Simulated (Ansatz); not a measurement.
# Which isomer of C4H3FO gives these data?

These gas-phase data were calculated for one isomer of C4H3FO at r2SCAN-D4/def2-SVP (harmonic, unscaled wavenumbers; equilibrium rotational constants with average atomic masses):

| Item | Value |
| --- | --- |
| rotational constants | 9.26, 3.475, 2.527 GHz |
| all wavenumbers above 1500 cm⁻¹ | 3300, 3287, 3265, 1662, 1539 |

Candidates:

(1) `Fc1ccoc1`, a singlet
(2) `O=C=C/C=C\F`, a singlet

Task: Which structure fits?

Result: Candidate (1). No mode falls between 1950 and 2350 cm⁻¹, where the C=C=X stretch of (2) would stand.

The same quantities for all candidates:

```tsv
	rotational constants (GHz)	wavenumbers above 1500 cm⁻¹	E above the lowest, r2SCAN-D4/def2-SVP (kcal/mol)
(1)	9.26, 3.475, 2.527	3300, 3287, 3265, 1662, 1539	0.0
(2)	18.07, 1.516, 1.398	3227, 3203, 3179, 2243, 1721	11.5
```

Each candidate is one conformer. Programs: Ansatz 0.2.0.
